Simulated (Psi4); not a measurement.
Process, species as SMILES: N (NH3) → [NH2-] + H+
B3LYP-D3(BJ)/def2-TZVP geometries, fixed; electronic energies without zero-point terms.

The deprotonation energy at MP2 with Psi4, in kcal/mol, split into its Hartree-Fock and correlation parts. Density fitting with the program's default auxiliary sets. Cores are frozen. No added dispersion term, no relativity. Functions are those of the species that has most.

```json
[
 {"basis": "aug-cc-pVDZ", "X": "2", "functions": "50", "Hartree-Fock": "420.29", "MP2": "407.13"},
 {"basis": "aug-cc-pVTZ", "X": "3", "functions": "115", "Hartree-Fock": "421.89", "MP2": "408.62"},
 {"basis": "aug-cc-pVQZ", "X": "4", "functions": "218", "Hartree-Fock": "422.06", "MP2": "408.65"}
]
```

Worked estimate of the basis-set limit from each neighbouring pair, with Hartree-Fock from the larger set and the correlation part extrapolated as X^-3.
Correlation parts: X = 2: -13.16, X = 3: -13.27, X = 4: -13.41.
- (2,3): (27·(-13.27) - 8·(-13.16))/19 = -13.32; with Hartree-Fock 421.89 the estimate is 408.57 kcal/mol.
- (3,4): (64·(-13.41) - 27·(-13.27))/37 = -13.51; with Hartree-Fock 422.06 the estimate is 408.55 kcal/mol.
The last two estimates differ by 0.03 kcal/mol; the largest set lies 0.10 from the last. Over the last step Hartree-Fock moves by 0.17 and the correlation part by -0.14.
